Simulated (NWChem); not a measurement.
System: methane (CH$_{4}$); SMILES C

NWChem input:

```
start job
memory heap 200 mb stack 900 mb global 1100 mb
geometry units angstroms noautosym nocenter noautoz
  C     -0.000000     0.000000    -0.000002
  H     -0.854020    -0.241787    -0.646521
  H      0.868943     0.254416    -0.621295
  H     -0.255660     0.855214     0.639562
  H      0.240735    -0.867844     0.628240
end
basis spherical
  C library def2-svpd
  H library def2-svpd
end
dft
  xc xpbe96 cpbe96
  iterations 150
end
tddft
  nroots 8
  notriplet
end
task tddft energy
```

NWChem printed, in part:

```
             Northwest Computational Chemistry Package (NWChem) 7.3.0
             --------------------------------------------------------

                             Geometry "geometry" -> ""
                             -------------------------

 Output coordinates in angstroms (scale by  1.889725989 to convert to a.u.)

  No.       Tag          Charge          X              Y              Z
 ---- ---------------- ---------- -------------- -------------- --------------
    1 C                    6.0000     0.00000000     0.00000000    -0.00000200
    2 H                    1.0000    -0.85402000    -0.24178700    -0.64652100
    3 H                    1.0000     0.86894300     0.25441600    -0.62129500
    4 H                    1.0000    -0.25566000     0.85521400     0.63956200
    5 H                    1.0000     0.24073500    -0.86784400     0.62824000

 Effective nuclear repulsion energy (a.u.)      13.3364410907

  pbe96 is a nonlocal functional; adding pw91lda local functional.

                                 NWChem DFT Module
                                 -----------------

 Summary of "ao basis" -> "ao basis" (spherical)
 ------------------------------------------------------------------------------
       Tag                 Description            Shells   Functions and Types
 ---------------- ------------------------------  ------  ---------------------
 C                         def2-svpd                 8       20   4s2p2d
 H                         def2-svpd                 4        8   2s2p

            General Information
            -------------------
          SCF calculation type: DFT
          Wavefunction type:  closed shell.
          No. of atoms     :     5
          No. of electrons :    10
           Alpha electrons :     5
            Beta electrons :     5
          Charge           :     0
          Spin multiplicity:     1
          Use of symmetry is: off; symmetry adaption is: off
          Maximum number of iterations: 150
          AO basis - number of functions:    52
                     number of shells:    24
          Convergence on energy requested:  1.00D-06
          Convergence on density requested:  1.00D-05
          Convergence on gradient requested:  5.00D-04

              XC Information
              --------------
          PerdewBurkeErnzerhof Exchange Functional  1.000
            Perdew 1991 LDA Correlation Functional  1.000 local
           PerdewBurkeErnz. Correlation Functional  1.000 non-local

             Grid Information
             ----------------
          Grid used for XC integration:  medium
          Radial quadrature: Mura-Knowles
          Angular quadrature: Lebedev.
          Tag              B.-S. Rad. Rad. Pts. Rad. Cut. Ang. Pts.
          ---              ---------- --------- --------- ---------
          C                   0.70       49           7.0       434
          H                   0.35       45           7.0       434
          Grid pruning is: on
          Number of quadrature shells:   229
          Spatial weights used:  Erf1

      Superposition of Atomic Density Guess
      -------------------------------------

 Sum of atomic energies:         -39.62217164

      Non-variational initial energy
      ------------------------------

 Total energy =     -40.190957
 1-e energy   =     -78.038169
 2-e energy   =      24.510772
 HOMO         =      -0.518082
 LUMO         =       0.063035

   convergence    iter        energy       DeltaE   RMS-Dens  Diis-err
 ---------------- ----- ----------------- --------- --------- ---------
 d= 0,ls=0.0,diis     1    -40.4095077838 -5.37D+01  8.91D-03  9.00D-02
 d= 0,ls=0.0,diis     2    -40.4164387537 -6.93D-03  2.56D-03  1.41D-02
 d= 0,ls=0.0,diis     3    -40.4166420342 -2.03D-04  1.32D-03  1.20D-02
 d= 0,ls=0.0,diis     4    -40.4182194797 -1.58D-03  5.04D-05  6.21D-06
 d= 0,ls=0.0,diis     5    -40.4182206567 -1.18D-06  1.44D-06  1.90D-08
 d= 0,ls=0.0,diis     6    -40.4182206593 -2.65D-09  2.66D-07  2.64D-11

         Total DFT energy =      -40.418220659348
      One electron energy =      -79.565265095838
           Coulomb energy =       32.612081887393
    Exchange-Corr. energy =       -6.801478541606
 Nuclear repulsion energy =       13.336441090703

 Numeric. integr. density =        9.999999691889

                       DFT Final Molecular Orbital Analysis
                       ------------------------------------

 Vector    3  Occ=2.000000D+00  E=-3.455427D-01
              MO Center= -1.7D-03, -6.8D-03,  2.8D-01, r^2= 1.3D+00
   Bfn.  Coefficient  Atom+Function         Bfn.  Coefficient  Atom+Function
  ----- ------------  ---------------      ----- ------------  ---------------
     6      0.440245  1 C  py                45     -0.322327  5 H  s
    37      0.318993  4 H  s                  9      0.167453  1 C  py
    46     -0.071809  5 H  s                 38      0.071067  4 H  s
     5     -0.070506  1 C  px                29      0.040854  3 H  s
    21     -0.037520  2 H  s                 51      0.035872  5 H  py

 Vector    4  Occ=2.000000D+00  E=-3.455421D-01
              MO Center=  1.8D-01,  7.7D-02, -2.5D-01, r^2= 1.2D+00
   Bfn.  Coefficient  Atom+Function         Bfn.  Coefficient  Atom+Function
  ----- ------------  ---------------      ----- ------------  ---------------
     5      0.415461  1 C  px                29      0.379481  3 H  s
    21     -0.222726  2 H  s                  8      0.158028  1 C  px
     7     -0.147440  1 C  pz                37     -0.115989  4 H  s
    30      0.084541  3 H  s                  6      0.066638  1 C  py
    10     -0.056081  1 C  pz                22     -0.049618  2 H  s

 Vector    5  Occ=2.000000D+00  E=-3.455416D-01
              MO Center= -1.7D-01, -7.0D-02, -3.7D-02, r^2= 1.3D+00
   Bfn.  Coefficient  Atom+Function         Bfn.  Coefficient  Atom+Function
  ----- ------------  ---------------      ----- ------------  ---------------
     7      0.420771  1 C  pz                21     -0.324856  2 H  s
    45      0.225809  5 H  s                 37      0.203312  4 H  s
    10      0.160047  1 C  pz                 5      0.145630  1 C  px
    29     -0.104265  3 H  s                 22     -0.072372  2 H  s
     8      0.055393  1 C  px                46      0.050306  5 H  s

[...]

                                NWChem TDDFT Module
                                -------------------

            General Information
            -------------------
           No. of orbitals :     104
            Alpha orbitals :      52
             Beta orbitals :      52
        Alpha frozen cores :       0
         Beta frozen cores :       0
     Alpha frozen virtuals :       0
      Beta frozen virtuals :       0
         Spin multiplicity :       1
    Number of AO functions :      52
        Use of symmetry is : off
      Symmetry adaption is : off
         Schwarz screening :  0.10D-07

              XC Information
              --------------
   PerdewBurkeErnzerhof Exchange Functional   1.00
     Perdew 1991 LDA Correlation Functional   1.00 local
    PerdewBurkeErnz. Correlation Functional   1.00 non-local

             TDDFT Information
             -----------------
          Calculation type : TDDFT
         Wavefunction type : Restricted singlets
          No. of electrons :      10
           Alpha electrons :       5
            Beta electrons :       5
              No. of roots :       8
          Max subspacesize :    5600
            Max iterations :     100
               Target root :       1
           Target symmetry : none
      Symmetry restriction : off
                 Algorithm : Optimal
        Davidson threshold :  0.10D-03

    8 smallest eigenvalue differences (eV)
--------------------------------------------------------
  No. Spin  Occ  Vir  Irrep   E(Occ)    E(Vir)   E(Diff)
--------------------------------------------------------
    1    1    5    6 a        -0.346     0.012     9.732
    2    1    4    6 a        -0.346     0.012     9.732
    3    1    3    6 a        -0.346     0.012     9.732
    4    1    5    7 a        -0.346     0.102    12.174
    5    1    5    8 a        -0.346     0.102    12.174
    6    1    5    9 a        -0.346     0.102    12.174
    7    1    4    7 a        -0.346     0.102    12.174
    8    1    4    8 a        -0.346     0.102    12.174
--------------------------------------------------------

  Entering Davidson iterations
  Restricted singlet excited states

  Iter   NTrls   NConv    DeltaV     DeltaE      Time
  ----  ------  ------  ---------  ---------  ---------
    1      8       0     0.37E+00   0.10+100        1.4
    2     16       0     0.47E-01   0.75E-01        1.5
    3     32       0     0.24E-01   0.73E-02        2.8
    4     48       0     0.77E-02   0.35E-03        2.9
    5     64       0     0.28E-02   0.23E-04        3.5
    6     80       2     0.88E-03   0.30E-05        3.1
    7     92       4     0.29E-03   0.38E-06        2.6
    8    100       7     0.11E-03   0.28E-07        1.9
    9    102       8     0.82E-04   0.28E-08        0.8
  ----  ------  ------  ---------  ---------  ---------
  Convergence criterion met

  Ground state a         -40.418220659348 a.u.

  ----------------------------------------------------------------------------
  Root   1 singlet a              0.362913420 a.u.                9.8754 eV
  ----------------------------------------------------------------------------
     Transition Moments    X  0.21876   Y  0.03142   Z  0.65472
     Dipole Oscillator Strength                    0.1155287822
     Electric Quadrupole                           0.0000000686
     Magnetic Dipole                               0.0000000000
     Total Oscillator Strength                     0.1155288508

     Occ.    5  a   ---  Virt.    6  a   -0.99818 X
  ----------------------------------------------------------------------------
  Root   2 singlet a              0.362913851 a.u.                9.8754 eV
  ----------------------------------------------------------------------------
     Transition Moments    X -0.64642   Y -0.10400   Z  0.22097
     Dipole Oscillator Strength                    0.1155289545
     Electric Quadrupole                           0.0000000686
     Magnetic Dipole                               0.0000000000
     Total Oscillator Strength                     0.1155290231

     Occ.    4  a   ---  Virt.    6  a    0.99819 X
  ----------------------------------------------------------------------------
  Root   3 singlet a              0.362914433 a.u.                9.8754 eV
  ----------------------------------------------------------------------------
     Transition Moments    X  0.10859   Y -0.68242   Z -0.00353
     Dipole Oscillator Strength                    0.1155285909
     Electric Quadrupole                           0.0000000686
     Magnetic Dipole                               0.0000000000
     Total Oscillator Strength                     0.1155286595

     Occ.    3  a   ---  Virt.    6  a    0.99825 X
  ----------------------------------------------------------------------------
  Root   4 singlet a              0.447600322 a.u.               12.1798 eV
  ----------------------------------------------------------------------------
     Transition Moments    X  0.00001   Y  0.00001   Z -0.00000
     Dipole Oscillator Strength                    0.0000000001
     Electric Quadrupole                           0.0000000000
     Magnetic Dipole                               0.0000012206
     Total Oscillator Strength                     0.0000012207

     Occ.    4  a   ---  Virt.    7  a   -0.61719 X
     Occ.    4  a   ---  Virt.    8  a   -0.28788 X
     Occ.    4  a   ---  Virt.    9  a    0.19009 X
     Occ.    5  a   ---  Virt.    7  a    0.34002 X
     Occ.    5  a   ---  Virt.    8  a   -0.57209 X
     Occ.    5  a   ---  Virt.    9  a    0.23807 X
  ----------------------------------------------------------------------------
  Root   5 singlet a              0.447600648 a.u.               12.1798 eV
  ----------------------------------------------------------------------------
     Transition Moments    X  0.00001   Y -0.00003   Z  0.00000
     Dipole Oscillator Strength                    0.0000000004
     Electric Quadrupole                           0.0000000000
     Magnetic Dipole                               0.0000012206
     Total Oscillator Strength                     0.0000012210

     Occ.    3  a   ---  Virt.    7  a   -0.66813 X
     Occ.    3  a   ---  Virt.    8  a   -0.16754 X
     Occ.    3  a   ---  Virt.    9  a    0.15930 X
     Occ.    4  a   ---  Virt.    8  a    0.05479 X
     Occ.    4  a   ---  Virt.    9  a    0.12045 X
     Occ.    5  a   ---  Virt.    7  a    0.07517 X
     Occ.    5  a   ---  Virt.    8  a    0.29902 X
     Occ.    5  a   ---  Virt.    9  a    0.62249 X
  ----------------------------------------------------------------------------
  Root   6 singlet a              0.447600954 a.u.               12.1798 eV
  ----------------------------------------------------------------------------
     Transition Moments    X -0.00001   Y  0.00002   Z  0.00001
     Dipole Oscillator Strength                    0.0000000001
     Electric Quadrupole                           0.0000000000
     Magnetic Dipole                               0.0000012206
     Total Oscillator Strength                     0.0000012207

     Occ.    3  a   ---  Virt.    7  a   -0.21932 X
     Occ.    3  a   ---  Virt.    8  a    0.61204 X
     Occ.    3  a   ---  Virt.    9  a   -0.27725 X
     Occ.    4  a   ---  Virt.    7  a    0.05435 X
     Occ.    4  a   ---  Virt.    8  a    0.29844 X
     Occ.    4  a   ---  Virt.    9  a    0.62489 X
     Occ.    5  a   ---  Virt.    8  a   -0.07369 X
     Occ.    5  a   ---  Virt.    9  a   -0.11151 X
  ----------------------------------------------------------------------------
  Root   7 singlet a              0.451921400 a.u.               12.2974 eV
  ----------------------------------------------------------------------------
     Transition Moments    X -0.00001   Y -0.00000   Z  0.00004
     Dipole Oscillator Strength                    0.0000000004
     Electric Quadrupole                           0.0000001318
     Magnetic Dipole                               0.0000000000
     Total Oscillator Strength                     0.0000001322

     Occ.    3  a   ---  Virt.    8  a    0.22150 X
     Occ.    3  a   ---  Virt.    9  a    0.32296 X
     Occ.    4  a   ---  Virt.    7  a    0.47027 X
     Occ.    4  a   ---  Virt.    8  a   -0.09997 X
     Occ.    4  a   ---  Virt.    9  a   -0.08649 X
     Occ.    5  a   ---  Virt.    7  a   -0.38747 X
     Occ.    5  a   ---  Virt.    8  a   -0.58768 X
     Occ.    5  a   ---  Virt.    9  a    0.31514 X
     Occ.    5  a   ---  Virt.   10  a   -0.08312 X
  ----------------------------------------------------------------------------
  Root   8 singlet a              0.451921807 a.u.               12.2974 eV
  ----------------------------------------------------------------------------
     Transition Moments    X -0.00000   Y  0.00002   Z -0.00000
     Dipole Oscillator Strength                    0.0000000001
     Electric Quadrupole                           0.0000001318
     Magnetic Dipole                               0.0000000000
     Total Oscillator Strength                     0.0000001319

[...]
```

Level: PBE/def2-SVPD, full TDDFT. Geometry: optimised at PBE0/def2-SVP.
